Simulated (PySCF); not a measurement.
**C2H5F: calculation and literature**

Bonds (- single, = double, # triple, : aromatic): C1-C2 1.503 Å, C2-F3 1.386 Å. C1 carries H4, H5, H6; C2 carries H7, H8.

Measured values that the calculation should reproduce: δ 19F F3 -211.5 ppm (measured; G. Saielli, R. Bini, A. Bagno, Computational 19F NMR. 2. Organic compounds, RSC Adv. 2014, ESI (exp. from Berger-Braun-Kalinowski 1994 and Everett 1995)).
δ 13C C2 80.1; C1 15.8; δ 1H H7/H8 4.55; H4/H5/H6 1.35 ppm (measured; solution, not stated per compound (mostly CDCl3 or CCl4); Pretsch, Buehlmann, Badertscher, Structure Determination of Organic Compounds, 4th ed. (2009)). Coupling constants: 1J(C2,F3) 160.6 Hz, 2J(C1,F3) 20.7 Hz, 2J(F3,H7) 47.1 Hz, 3J(F3,H4) 26.4 Hz, 3J(H7,H4) 7.0 Hz.

All values are calculated (PySCF): shieldings: GIAO B97-2/pcSseg-2, B3LYP/pcJ-2 coupling constants, structure optimised with PBE0-D3(BJ)/def2-TZVP. One computed conformer, no relativistic terms, no solvent, equivalent nuclei averaged.

(1) What does the calculation give, and how does it compare?

(2) How far are the unscaled 13C shifts from the references?

(3) How far are the unscaled 1H shifts from the references?

## Answers

(1) 
Reference values: measured (G. Saielli, R. Bini, A. Bagno, Computational 19F NMR. 2. Organic compounds, RSC Adv. 2014, ESI (exp. from Berger-Braun-Kalinowski 1994 and Everett 1995)).
```
atoms        quantity  reference  computed  computed, scaled
   F3  δ 19F vs CFCl3     -211.5    -231.1            -212.3
```

Reference values: measured (solution, not stated per compound (mostly CDCl3 or CCl4); Pretsch, Buehlmann, Badertscher, Structure Determination of Organic Compounds, 4th ed. (2009)).
```
   atoms  quantity  reference  computed  computed, scaled
      C2     δ 13C       80.1      84.8              79.8
      C1     δ 13C       15.8      18.8              16.0
   H7/H8      δ 1H       4.55      4.53              4.39
H4/H5/H6      δ 1H       1.35      1.29              1.36
```

Computed shifts are σ(ref) − σ with the named reference compound (TMS for H and C) calculated as an isolated molecule at the same level. The measured values may be among those fitted. Shieldings were converted by linear fits to measured shifts (mostly CDCl3, TMS scale, for H and C): 13C: δ = 176.83 − 0.965σ (rms 2.0 ppm, 507 shifts, 2.1 ppm with the 1 outlier that the fit left out); 1H: δ = 29.81 − 0.938σ (rms 0.14 ppm, 293 shifts, 0.16 ppm with the 4 outliers that the fit left out); 19F: δ = 160.24 − 0.938σ +9.4 on sp3 carbon (rms 4.8 ppm, 130 shifts, 5.6 ppm with the 3 outliers that the fit left out vs CFCl3, solution or neat liquid). A few per cent of atoms miss by over 2 rms, more outside the fitted compound classes.

Coupling constants in Hz (some tables give magnitudes without signs):
| coupling | reference | computed | source |
| --- | --- | --- | --- |
| 1J(C2,F3) | 160.6 | -226.4 | measured; solution; Gryff-Keller and Szczecinski, RSC Adv. 2016, 6, 82783 |
| 2J(C1,F3) | 20.7 | 20.6 | measured; solution; Gryff-Keller and Szczecinski, RSC Adv. 2016, 6, 82783 |
| 2J(F3,H7) | 47.1 | 55.0 | measured; solution; Gryff-Keller and Szczecinski, RSC Adv. 2016, 6, 82783 |
| 3J(F3,H4) | 26.4 | 26.4 | measured; solution; Gryff-Keller and Szczecinski, RSC Adv. 2016, 6, 82783 |
| 3J(H7,H4) | 7.0 | 8.0 | measured; Provasi, Aucar, Sauer, J. Chem. Phys. 2000, 112 (locally dense basis sets, vicinal couplings in H3C-CH2X) |

(2) Mean signed difference +3.85 ppm, mean absolute 3.85 ppm over 2 comparisons; the largest is +4.7 ppm at C2 (sp3 CH2 bonded to F).

(3) Mean signed difference -0.04 ppm, mean absolute 0.04 ppm over 2 comparisons; the largest is -0.06 ppm at H4/H5/H6 (hydrogen on a methyl carbon).

10 of the 16 published NMR values on file for this molecule are compared. The rest: values from further sources, other calculations.

Common functionals overestimate the size of one-bond C–F couplings by tens of Hz; these are unscaled.
